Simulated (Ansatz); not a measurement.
C$_{2}$H$_{2}$O$_{2}$S, relaxed with RKS PBE0-D4/def2-TZVP in the Gaussian-basis code of Ansatz from a PBE-D4/def2-SVP geometry. The force threshold is 0.005 eV/Å; the program also tests the step.

Total charge 0; spin multiplicity 1. The bonds changed during the relaxation, so this is another structure than the one it started from.

Start:

```xyz
7

O     0.709   -1.515   -0.187
C     0.011   -0.553    0.460
C    -0.670    0.408   -0.383
S     0.084    1.840   -0.700
O    -0.176   -0.529    1.675
H     0.966   -2.164    0.506
H    -0.923    2.512   -1.370
```

**Question.** By how much does the energy fall, and how many steps does the optimiser take? (An estimate is asked.)

**Answer.** Ansatz gave: 1.32 kcal/mol, in 7 steps.

**Question.** Which bonds change most? (Best estimate.)

**Answer.** Ansatz gave: C3–S4 from 1.649 to 1.621 Å; S4–H7 from 1.384 to 1.357 Å; C2–O5 from 1.229 to 1.208 Å; O1–H6 from 0.983 to 0.968 Å.

**Question.** Give the relaxed structure. (An estimate is asked.)

**Answer.** The calculation gave: 
```xyz
7

O     0.679   -1.474   -0.193
C    -0.015   -0.543    0.478
C    -0.694    0.409   -0.374
S     0.080    1.802   -0.671
O    -0.164   -0.538    1.677
H     0.985   -2.114    0.466
H    -0.871    2.458   -1.383
```
